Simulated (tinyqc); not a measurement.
Inside a calculation. Method: Pariser-Parr-Pople SCF with singles CI, for the molecule c1ccoc1 (SMILES; centres numbered as the heavy atoms are written). One step of it, computed by the program tinyqc.

Question. Iteration 1: Fock matrix. F_rr = H_rr + P_rr gamma_rr / 2 + sum_(s != r) P_ss gamma_rs; F_rs = H_rs - P_rs gamma_rs / 2; E = tr P (H + F) / 2 + core repulsion sum_(r<s) z_r z_s gamma_rs.

P at the start:
```
,1C,2C,3C,4O,5C
1C,0.735428,0.425517,0.125635,-0.108607,0.849328
2C,0.425517,0.735156,0.849229,-0.108607,0.125731
3C,0.125635,0.849229,1.278945,0.126158,-0.411461
4O,-0.108607,-0.108607,0.126158,1.971888,0.126199
5C,0.849328,0.125731,-0.411461,0.126199,1.278582
```

core matrix H (eV):
```
,1C,2C,3C,4O,5C
1C,-35.045931,-2.390000,0.000000,0.000000,-2.390000
2C,-2.390000,-35.044949,-2.390000,0.000000,0.000000
3C,0.000000,-2.390000,-37.215391,-2.240000,0.000000
4O,0.000000,0.000000,-2.240000,-54.767178,-2.240000
5C,-2.390000,0.000000,0.000000,-2.240000,-37.214608
```

repulsion gamma_rs (eV):
```
,1C,2C,3C,4O,5C
1C,11.130000,5.344818,4.046371,4.574962,5.344818
2C,5.344818,11.130000,5.346212,4.574406,4.045107
3C,4.046371,5.346212,11.130000,6.308436,4.045936
4O,4.574962,4.574406,6.308436,21.500000,6.309373
5C,5.344818,4.045107,4.045936,6.309373,11.130000
```

Centres (angstrom, eV; a flat drawing with bonds scaled to 1.40 angstrom):
```
centre,x,y,core charge z,W,gamma_rr
1C,1.191000,0.000000,1,11.160000,11.130000
2C,0.368000,1.133000,1,11.160000,11.130000
3C,-0.963000,0.700000,1,11.160000,11.130000
4O,-0.963000,-0.700000,2,33.000000,21.500000
5C,0.368000,-1.133000,1,11.160000,11.130000
```

Give: F; pi energy.

Answer.

F (eV):
```
,1C,2C,3C,4O,5C
1C,-5.994,-3.527,-0.254,0.248,-4.660
2C,-3.527,-5.993,-4.660,0.248,-0.254
3C,-0.254,-4.660,-5.579,-2.638,0.832
4O,0.248,0.248,-2.638,-10.707,-2.638
5C,-4.660,-0.254,0.832,-2.638,-5.579
```

pi energy = -93.929 eV
